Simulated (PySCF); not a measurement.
Consider 2-butynal, `CC#CC=O` (C4H4O). Coordinates in Å; atoms count from 1 in this order:
```
C    -1.8098    0.1738   -0.0489
C    -0.3681    0.0500    0.0246
C     0.8434   -0.0391    0.0834
C     2.2736   -0.2070    0.1594
O     3.0744    0.6968    0.1340
H    -2.1310    1.2124    0.1212
H    -2.2964   -0.4695    0.7002
H    -2.1699   -0.1380   -1.0418
H     2.6098   -1.2683    0.2480
```

These are calculated values, ωB97X-D3(BJ)/ma-def2-TZVP in PySCF (grid level 2) at geometries from PBE0-D3(BJ)/ma-def2-SVP. Zero-point and thermal terms (298.15 K, 1 bar) come from unscaled PBE0-D3(BJ)/ma-def2-SVP harmonic frequencies, with soft modes damped to free rotors in the entropy.

(1) What are the vertical and the adiabatic ionisation energy for forming the radical cation?

(2) Where does the unpaired spin of the relaxed radical cation sit?

(3) What oxidation potential follows in DMSO (IEF-PCM), given that Fc+/Fc comes at 4.53 V absolute with this functional and basis?

(4) How far is −ε(HOMO) from the vertical value by ΔSCF?

Results:

(1) 10.24 eV vertical and 10.03 eV adiabatic, the latter with zero-point energy.

(2) O5 (carbonyl oxygen) 0.95, H (on C4) 0.08 (intrinsic atomic orbital populations).

(3) In the gas phase ΔG of oxidation is 10.016 eV, and solvation is -25.5 kJ/mol for the parent and -243.5 kJ/mol for the product, so the absolute potential is 7.76 V, or 3.23 V against Fc+/Fc. Fc+/Fc in DMSO, 4.53 V, is ωB97X-D3(BJ)/ma-def2-TZVP on PBE0-D3(BJ)/def2-SVP structures with GFN2-xTB thermal terms. Benchmark calculations put it near 5.0 V in acetonitrile and DMSO, so it is about 0.5 V low, and the value against it can read up to that much too high. The solvent is electrostatics only, on gas-phase structures; the absolute scale refers to an electron at rest in vacuum.

(4) −ε(HOMO) = 10.50 eV, which is 0.26 eV above the ΔSCF value.
